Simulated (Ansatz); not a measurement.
# H₂O+ (doublet): wave-function methods side by side at angle H2–O1–H3 = 118.9°, cc-pVDZ

Aim: climb from Hartree-Fock through coupled cluster and multireference methods for H₂O+ (doublet) at one geometry and basis, and see what each rung misses.

Method: cc-pVDZ, core rule «outside noble gas», up to 1 orbitals frozen; program: Ansatz 0.2.0, Gaussian basis.

To be run: UHF; CCSD(T) on ROHF; CCSD(T) on UHF; BCCD(T) on ROHF; CISD; CCSDT(Q) on ROHF; CCSDT(Q) on UHF; CASSCF and MRCISD+Q, 3 electrons in 3 orbitals; CASSCF and NEVPT2, 3 electrons in 3 orbitals; CASSCF and MRCISD+Q, 7 electrons in 6 orbitals; CASSCF and NEVPT2, 7 electrons in 6 orbitals; Full CI.

11 further runs of the same task are left out: 3 for a mislabelled method, 5 that didn't finish, 3 set aside as unsound or not needed.

### Step 1. The geometry

The geometry derives from a PBE0/def2-TZVP stationary point (not a proven minimum). One angle is set to the value named; bond lengths are kept.

3 atoms, charge 1, spin multiplicity 2.

Atoms are counted from 1 here; the program's logs count them from 0.

Bond lengths: O1–H2 1.004 Å, O1–H3 1.004 Å. Angles: H2–O1–H3 118.9°.

Coordinates:

```xyz
3
charge 1, multiplicity 2
O     0.00000   -0.05709    0.00000
H     0.00000    0.45313   -0.86446
H     0.00000    0.45313    0.86446
```

### Step 2. UHF

Input file in.yaml:

```yaml
crystal:
  periodic: [false, false, false]
  atoms:
    - {symbol: O, position_ang: [0.000000, -0.057093, 0.000000]}
    - {symbol: H, position_ang: [0.000000, 0.453132, -0.864464]}
    - {symbol: H, position_ang: [0.000000, 0.453132, 0.864464]}
basis:
  gaussian: {orbitals: cc-pVDZ}
total_charge: 1
magnetization: {spin_polarized: true, initial_magnetization: 1}
hamiltonian: {xc: hf}
output: {orbitals: {seedname: orbitals}}
```

The run is started by

```sh
> ansatz run in.yaml --threads 1 --pin off --events-out ev --progress --plain --max-ram 2393MiB
```

The runs that follow: CCSD(T) on ROHF; CCSD(T) on UHF; BCCD(T) on ROHF; CISD; CCSDT(Q) on ROHF; CCSDT(Q) on UHF; CASSCF and MRCISD+Q, 3 electrons in 3 orbitals; CASSCF and NEVPT2, 3 electrons in 3 orbitals; CASSCF and MRCISD+Q, 7 electrons in 6 orbitals; CASSCF and NEVPT2, 7 electrons in 6 orbitals; Full CI.

Before running them: what should the planned runs give, taken together? Wanted: FCI below the RHF energy; RMP2 from FCI; UMP2 from FCI; RCCSD from FCI; RCCSD(T) from FCI; UCCSD(T) from FCI; RCCSDT(Q) from FCI; UCCSDT(Q) from FCI; NEVPT2 pair from FCI.

As calculated:

| quantity | value |
| --- | --- |
| FCI below the RHF energy | -4.8054 eV |
| RMP2 from FCI | +529.4 meV |
| UMP2 from FCI | +528.9 meV |
| RCCSD from FCI | +72.9 meV |
| RCCSD(T) from FCI | +12.8 meV |
| UCCSD(T) from FCI | +12.0 meV |
| RCCSDT(Q) from FCI | +0.2 meV |
| UCCSDT(Q) from FCI | -0.6 meV |
| NEVPT2 pair from FCI | +456.8 meV |
| MRCISD+Q pair from FCI | +0.5 meV |
| NEVPT2 valence from FCI | +527.6 meV |
| levels within 1 kcal/mol (43 meV) | RCCSD(T), UCCSD(T), BCCD(T), RCCSDT, UCCSDT, RCCSDT(Q), UCCSDT(Q), MRCISD+Q pair, MRCISD+Q valence |
| T1 diagnostic | 0.013 |
| effectively unpaired electrons | 1.02 |

What this shows: RCCSD(T) lands +12.8 meV from the yardstick (0.3 % of the correlation energy). One determinant dominates. Of the multireference levels listed MRCISD+Q pair comes nearest in total energy (+0.5 meV), which doesn't show that its space is the better one. These misses are within one basis, not against nature; the frozen cores of restricted and unrestricted runs differ, which can shift their rows.
